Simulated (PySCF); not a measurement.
Ethynylaluminium, C2HAl (singlet state).
Structure used (PBE0-D3(BJ)/def2-SVP), in Å, numbered top down from 1:
```xyz
4
C2HAl angstrom
C     -0.8138   -0.0399   -0.0601
C      0.3847    0.0272   -0.3121
Al     2.3160    0.1202   -0.7060
H     -1.8664   -0.0979    0.1608
```

The closed-shell ground state was solved at several levels (PySCF, density fitting, gas phase, non-relativistic).

```
              level  basis functions  total energy (Eh)  HOMO (eV)  LUMO (eV)  gap (eV)  dipole (D)
B3LYP/aug-cc-pVTZ-J              180          -319.2222      -6.26      -2.03      4.23        0.56
    B3LYP/def2-TZVP              105          -319.2144      -6.24      -2.00      4.24        0.60
      B3LYP/cc-pVTZ              108          -319.2139      -6.22      -2.00      4.22        0.66
      PBE0/pcSseg-1               63          -318.9207      -6.37      -1.90      4.47        0.96
       B3LYP/6-31G*               48          -319.1554      -6.09      -1.88      4.21        1.15
```

Estimate the row for CAM-B3LYP/def2-SVPD, a basis of 72 functions; the other rows only guide the guess.

Total energy -318.9766 Eh, HOMO -7.58 eV, LUMO -0.82 eV, gap 6.76 eV, dipole 0.68 D.

How much does the basis alone move the frontier levels among the 4 B3LYP rows?

The HOMO by 0.17 eV and the LUMO by 0.15 eV. By rising basis size (HOMO, LUMO in eV): 6-31G* -6.09, -1.88; def2-TZVP -6.24, -2.00; cc-pVTZ -6.22, -2.00; aug-cc-pVTZ-J -6.26, -2.03.

How far do the dipole and the HOMO energy spread over the levels?

The dipole runs from 0.56 to 1.15 D (mean 0.77 D) and the HOMO from -7.58 to -6.09 eV.
